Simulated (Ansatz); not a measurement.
Results of B3LYP (VWN-RPA form) (PAW; Ansatz, a program for electronic structure) for rock-salt TiC.

Input file:

Ansatz 0.2 input:
```yaml
crystal:
  lattice:
    - [0.0, 2.1714881086, 2.1714881086]
    - [2.1714881086, 0.0, 2.1714881086]
    - [2.1714881086, 2.1714881086, 0.0]
  atoms:
    - { symbol: Ti, position: [0.0, 0.0, 0.0] }
    - { symbol: C, position: [0.5, 0.5, 0.5] }
basis:
  ecutwfc: 460
  ecutrho_ratio: 4
  xc_grid: 2
kpoints:
  mp_grid: { grid: [12, 12, 12] }
hamiltonian:
  xc: b3lyp
  dispersion: none
  pseudopotentials: { kind: paw }
scf:
  occupations: { method: fermi_dirac, width: 0.05 }
  convergence: { dr2_threshold: 0.0000000002 }
output:
  forces: true
  stress: true
  eigenvalues: true
```

Output (set-up and result lines):

```
WARN output.stress: scf.exx.energy_threshold = 1e-6 eV is looser than the 2e-8 eV advised for a stress under a hybrid functional (1e-8 eV for each atom of the …
Crystal: 2 atoms, lattice volume = 20.479 Å³
Basis set: ecut = 460 eV, 459 PW (Γ), exchange–correlation on 48×48×48 points (8 copies of the dense FFT grid, shifted against one another)
Bands: 12, of which v1, the nominal top of the filled ones, is band 8 counted from 1 (7 counted from 0)
Symmetry: 48 space group operations
Space group: Fm-3m (ITA 225), of the structure as read, at distance tolerance 2.7e-5 Å
k-points: 72 of 1728
Functional: x = 0.1 slater + 0.9 b88, c = 0.19 vwn_rpa + 0.81 lyp, warm-up for x = 0.08 slater + 0.72 b88 + 0.2 exact, c = 0.19 vwn_rpa + 0.81 lyp
SCF iter   1: F=—  HF=-2758.351370 eV  |F-HF|=—  |Δ(HF+E_count)|=         —  Δρ=1.79e-2  dr2=6.37e-2
SCF iter   2: F=—  HF=-2758.336943 eV  |F-HF|=—  |Δ(HF+E_count)|=   1.44e-2  Δρ=1.05e-2  dr2=2.38e-2
  ...
SCF 1 converged in 9 iterations: F = -2758.331553 eV  dr2 = 1.02e-11
Crystal: 2 atoms, lattice volume = 20.479 Å³
Initial density: handed on by an earlier stage of this run
Functional: x = 0.08 slater + 0.72 b88 + 0.2 exact, c = 0.19 vwn_rpa + 0.81 lyp
SCF 2 converged in 8 iterations: F = -2758.737934 eV  dr2 = 2.49e-12
Crystal: 2 atoms, lattice volume = 20.479 Å³
Crystal: 2 atoms, lattice volume = 20.479 Å³
Crystal: 2 atoms, lattice volume = 20.479 Å³
SCF 5 converged in 5 iterations: F = -2758.749518 eV  dr2 = 4.77e-11
Crystal: 2 atoms, lattice volume = 20.479 Å³
Crystal: 2 atoms, lattice volume = 20.479 Å³
SCF 7 converged in 4 iterations: F = -2758.749518 eV  dr2 = 4.63e-11
Crystal: 2 atoms, lattice volume = 20.479 Å³
Crystal: 2 atoms, lattice volume = 20.479 Å³
SCF iter   3: F=—  HF=-2758.749518 eV  |F-HF|=—  |Δ(HF+E_count)|=   2.06e-8  Δρ=4.36e-6  dr2=6.07e-9
SCF iter   4: F=-2758.749518 eV  HF=-2758.749518 eV  |F-HF|=4.96e-11  |Δ(HF+E_count)|=   4.74e-9  Δρ=5.95e-7  dr2=7.42e-11
SCF 9 converged in 4 iterations: F = -2758.749518 eV  dr2 = 7.42e-11
Free energy (F): -2758.749518 eV
Internal energy: -2758.748267 eV  (E = F + TS)
E sigma→0 (E₀):  -2758.748892 eV
Fermi energy:    14.965013 eV
--- Forces (eV/Å), atoms counted from 1 ---
  atom   1  Ti    -0.00000000     0.00000000    -0.00000000
  atom   2  C      0.00000000    -0.00000000    -0.00000000
--- Stress (GPa, compression-positive) ---
       -0.004141       0.000000      -0.000000
        0.000000      -0.004141       0.000000
       -0.000000      -0.000000      -0.004141
  P = ⅓ Tr σ = -0.0041 GPa (-0.041 kbar)
```

The PAW data were made under PBE.

Cost on a shared machine: very roughly 7 core-minutes.
